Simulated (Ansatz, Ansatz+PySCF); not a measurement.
```xyz
3

C     0.0000    0.0000   -0.6384
F     0.0000    1.1057    0.2128
F     0.0000   -1.1057    0.2128
```

RHF on singlet CF2 was run in several spherical basis sets with Ansatz (development build ahead of 0.2.0).

Rank the basis sets by the total energy that they give, lowest first, with the distance from the lowest.
A. def2-TZVP
B. cc-pVDZ
C. 6-31G(d)
D. def2-SVP
E. cc-pVTZ

A (0.00 eV), E (0.36 eV), B (2.50 eV), C (2.94 eV), D (8.23 eV).

Totals follow the description of the cores as much as that of the bonds, so this order isn't one of quality for chemistry.
